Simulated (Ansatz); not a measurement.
## [AlH2···H···SiH3], doublet: transfer scan

Starting geometry:

```yaml
atoms:
  - { symbol: Al, position_ang: [-1.7637, 0.0000, 0.0000] }
  - { symbol: H, position_ang: [-2.5566, 1.3734, 0.0000] }
  - { symbol: H, position_ang: [-2.5566, -1.3734, 0.0000] }
  - { symbol: H, position_ang: [-0.1778, 0.0000, 0.0000] }
  - { symbol: Si, position_ang: [1.6573, 0.0000, 0.0000] }
  - { symbol: H, position_ang: [2.1073, -1.4163, 0.0000] }
  - { symbol: H, position_ang: [2.1073, 0.7081, -1.2265] }
  - { symbol: H, position_ang: [2.1073, 0.7081, 1.2265] }
```

From there H4 is moved from one fragment to the other while all else, the fragments' distance too, stays fixed; atoms are numbered as listed. Energies are in kcal/mol, counted from the starting geometry at the same level.

Basis cc-pVDZ; Ansatz 0.2.0. Correlated methods freeze the noble-gas cores. R marks a restricted (for open shells ROHF) determinant, U an unrestricted one.

Full CI isn't at hand for all of this; UCCSDT(Q) serves as the reference, and is uncertain by about the last step of the cluster series. The frozen core follows each run's orbitals, which can shift R against U totals by a few meV.

```tsv
distance Al1-H4 (Å)	UCCSDT(Q)	error RHF	error UHF	error UMP2	error RCCSD	error RCCSDT	error UCCSDT
1.586	0.0	0.0	0.0	0.0	0.0	0.0	0.0
1.642	-0.9	0.7	0.5	0.1	0.1	0.0	0.0
1.755	-2.5	1.0	0.7	0.2	0.2	0.0	0.0
1.868	-3.9	-0.4	0.1	0.1	0.1	0.0	0.0
1.981	-3.3	-2.1	-1.1	-0.1	-0.1	0.0	0.0
```

Errors are those of relative energies. In total energy the starting point itself misses UCCSDT(Q) by: RHF 153.4, UHF 151.0, UMP2 35.7, RCCSD 3.8, RCCSDT 0.1, UCCSDT 0.1 kcal/mol.

Spread of the error over the points with a reference, to 1.981 Å (largest less smallest): UCCSDT 0.0, RCCSDT 0.0, RCCSD 0.3, UMP2 0.3, UHF 1.8, RHF 3.1 kcal/mol.
